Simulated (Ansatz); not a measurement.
Relaxing Pb

Theory: DFT PBEsol, scalar-relativistic, plane waves, PAW in Ansatz.

Pb was placed on the alpha-gallium structure type (Cmce, No. 64), at a guessed volume.

Input of the last, converged step (default PAW datasets):

```yaml
crystal:
  lattice:
    - [2.6010498244, -5.7564075545, 0.0]
    - [2.6010498244, 5.7564075545, 0.0]
    - [0.0, 0.0, 4.2728975101]
  atoms:
    - { symbol: Pb, position: [0.1414735374, 0.8585264626, 2.93e-07] }
    - { symbol: Pb, position: [0.6414735374, 0.3585264626, 0.499999707] }
    - { symbol: Pb, position: [0.8585264626, 0.1414735374, 0.999999707] }
    - { symbol: Pb, position: [0.3585264626, 0.6414735374, 0.500000293] }
basis:
  ecutwfc: 420
kpoints:
  mp_grid: { grid: [10, 10, 12] }
hamiltonian:
  xc: pbesol
scf:
  occupations: { method: gaussian, width: 0.1 }
output:
  forces: true
  stress: true
  eigenvalues: true
relax:
  adjacent_minimum: "off"
  f_tol: 0.01
  max_steps: 80
  cell: { stress_tol: 0.05 }
```

It can be run as:

```bash
ansatz run input.yaml --threads 1 --pin off --backend cpu --events-out ev --progress --plain --runs-dir out  # memory cap (--max-ram) not shown
```

End of the output:

```
SCF converged after 3 iterations
Free energy (F): -47019.309120 eV
Harris-Foulkes:  -47019.309120 eV  (|F-HF|=2.18e-11)
Internal energy: -47019.299496 eV  (E = F + TS)
E sigma→0 (E₀):  -47019.304308 eV
Entropy (-TS):   -0.009625 eV (-2.406 meV/atom)
Fermi energy:    9.983599 eV
--- Per-component energies (eV) ---
  E_band       = -198.398700
  E_kinetic    = 1157.553029
  E_local      = -4398.730994  (includes V_loc(G=0)·N_el)
  E_nonlocal   = 1406.756526
  E_hartree    = 1755.324923
  E_xc         = -875.704973
  E_vxc        = -530.662759  (∫ρ·V_xc dr)
  E_paw        = -41024.014884  (= ΣΔE_a)
  E_vpaw       = -1343.964594  (= ΣTr[D̂ρ^β])
  E_aug_tail   = 0.000187  (compensation charges beyond the density's cutoff)
  E_ewald      = -5040.731775
  E_core_change = 0.248466  (= ΣΔE_core)
  E_smearing   = -0.009625  (= −TS)
  E_closure    = 0.000000  (closes the sum)
  Σ components = -47019.309120   (vs F -47019.309120, Δ=0.00e0)
--- Forces (eV/Å), atoms counted from 1 ---
  atom   1  Pb     0.00000000    -0.00094705     0.00000000
  atom   2  Pb     0.00000000    -0.00094705     0.00000000
  atom   3  Pb     0.00000000     0.00094705     0.00000000
  atom   4  Pb     0.00000000     0.00094705     0.00000000
  max |Σ_I F_I| component: 2.08e-17 eV/Å
--- Stress (GPa, compression-positive) ---
       -0.014098       0.000000       0.000000
        0.000000       0.011382       0.000000
        0.000000       0.000000      -0.010366
  P = ⅓ Tr σ = -0.0044 GPa (-0.044 kbar)
--- Relaxed structure (5 steps of the walk, 4 accepted, 1 SCFs on fresh bases) ---
  F+E_penalty+E_count = -47019.30912021 eV   max|allowed force component| = 9.470e-4 eV/Å   (the final SCF, on the basis selected at the relaxed cell)
  cell:  # Å, volume = 127.8414 Å³
    - [2.613367, -5.757779, 0.0]
    - [2.613367, 5.757779, 0.0]
    - [0.0, 0.0, 4.248016]
  atoms:
    - { symbol: Pb, position: [0.141281, 0.858719, 0.000000] }
    - { symbol: Pb, position: [0.641281, 0.358719, 0.5] }
    - { symbol: Pb, position: [0.858719, 0.141281, 1.0] }
    - { symbol: Pb, position: [0.358719, 0.641281, 0.5] }
```

Absolute energies hang on the potentials; compare differences alone.

The result has space group Fmmm (No. 69). Pb has 7 Pb at 3.25–3.37 Å and 2 Pb at 3.62 Å.

It lies 0.12 eV/atom above the element's standard state at the same level.

The k mesh leaves about 4 meV/atom of noise in metals. Spin–orbit coupling is left out.

Symmetry constrained the relaxation, so the result can be a saddle point.